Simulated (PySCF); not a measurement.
# Static response to an electric field

Compound: C4H7N.
SMILES with atom numbers: `[CH3:1][CH2:2][CH2:3][C:4]#[N:5]` (hydrogens: H6, H7, H8 on C1; H9, H10 on C2; H11, H12 on C3)

Geometry (GFN2-xTB, Å), atoms numbered from 1 in this order:
```
atom  x, y, z in Å
C1    -1.2720   -0.4966   -0.3345
C2    -0.4172    0.3524    0.5981
C3     0.9513    0.6708   -0.0194
C4     1.7254   -0.5286   -0.2117
N5     2.3300   -1.4882   -0.3554
H6    -2.2289   -0.7214    0.1297
H7    -1.4588    0.0280   -1.2697
H8    -0.7703   -1.4350   -0.5610
H9    -0.2702   -0.1751    1.5432
H10   -0.9276    1.2938    0.8127
H11    1.5177    1.3422    0.6327
H12    0.8219    1.1570   -0.9908
```

Level: wB97X-D/def2-SVPD (PySCF), static field, nuclei fixed, core orbitals frozen in the response. The polarisability tensor in these axes (au):

```
x   56.18 -5.34 -1.32
y   -5.34 53.53  2.48
z   -1.32  2.48 45.04
```

Question: Give the principal values, the mean and the anisotropy Δα = √{½[(α1 − α2)² + (α2 − α3)² + (α1 − α3)²]}.

Answer: Principal values 44.37, 49.60 and 60.78 au; mean 51.58 au = 7.64 Å³ = 8.50 × 10⁻⁴⁰ C²·m²/J; Δα = 14.52 au (28 % of the mean).

Question: What is the dipole moment, and where does it point?

Answer: (-2.50, 3.20, 0.62) D, 4.11 D in size, pointing from the negative to the positive side. Measured along this direction, the outermost atoms are N5 at the negative end and H10 at the positive end.

Question: What molar refraction does this α imply?

Answer: Lorentz–Lorenz: R = (4π/3)N_A α = 2.5225 cm³/(mol·Å³) × 7.64 Å³ = 19.3 cm³/mol, in the limit of long wavelengths.

Question: In TDDFT the mean static polarisability is Σ f/ω² over all singlet excitations (ω in hartree). How much of it do the 8 lowest give? Their energies (eV) and oscillator strengths: 7.91, 0.0000; 8.25, 0.0056; 8.27, 0.0015; 9.18, 0.0045; 9.20, 0.0249; 9.44, 0.0074; 9.59, 0.0154; 9.68, 0.0137.

Answer: They add up to 0.63 au, 1.2 % of the 51.58 au; the largest single term is 0.22 au, from the state at 9.20 eV. Terms in order: 0.00, 0.06, 0.02, 0.04, 0.22, 0.06, 0.12, 0.11 au. Higher excitations give the rest. The strengths listed sum to 0.073.

Question: What would n − 1 = 2πNα be for an ideal gas of these molecules at 273.15 K and 1 atm, electronic part alone?

Answer: N = p/kT = 2.6868 × 10¹⁹ cm⁻³, so n − 1 = 2π × N × 7.64 × 10⁻²⁴ cm³ = 1290 × 10⁻⁶ at long wavelengths, for an ideal gas.

Isolated species at its GFN2-xTB geometry (one conformer only).

These values come from a run that also computed excited states. The run took 18 s wall on one thread of an Arm Neoverse V1, on a shared host.
